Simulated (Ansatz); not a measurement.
Results of LDA in Ansatz (plane waves, PAW) for GaS (P6₃/mmc, No. 194).

Numerical settings: plane-wave cutoff 500 eV, 12×12×2 k mesh (along the axes of the cell as run), gaussian smearing 0.02 eV, scalar-relativistic PAW data made under PBE.

Cell (relaxed at this level):

```cif
data_Ga4S4
_chemical_formula_sum 'Ga4 S4'
_space_group_name_H-M_alt 'P63/mmc'
_space_group_IT_number 194
_space_group_name_Hall '-P 6c 2c'
_cell_length_a 3.53652
_cell_length_b 3.53652
_cell_length_c 15.24015
_cell_angle_alpha 90.000
_cell_angle_beta 90.000
_cell_angle_gamma 120.000
loop_
_atom_site_label
_atom_site_type_symbol
_atom_site_symmetry_multiplicity
_atom_site_Wyckoff_symbol
_atom_site_fract_x
_atom_site_fract_y
_atom_site_fract_z
_atom_site_occupancy
Ga1 Ga 4 f 0.33333 0.66667 0.17096 1
S1 S 4 f 0.66667 0.33333 0.10020 1
```

Predict the band gap.


- band gap = 1.37 eV (on the SCF k mesh)

Measured, for comparison: band gap 2.5 eV (temperature not stated, not corrected to a static lattice, compiled measured gap; kind and temperature not stated; as tabulated in Kothakonda et al. (2022), arXiv:2208.02841).

Spin–orbit coupling is not included.

The computed numbers hold no vibrational or temperature effects.

It cost very roughly 100 core-seconds of CPU time.

Ansatz is an electronic-structure program.
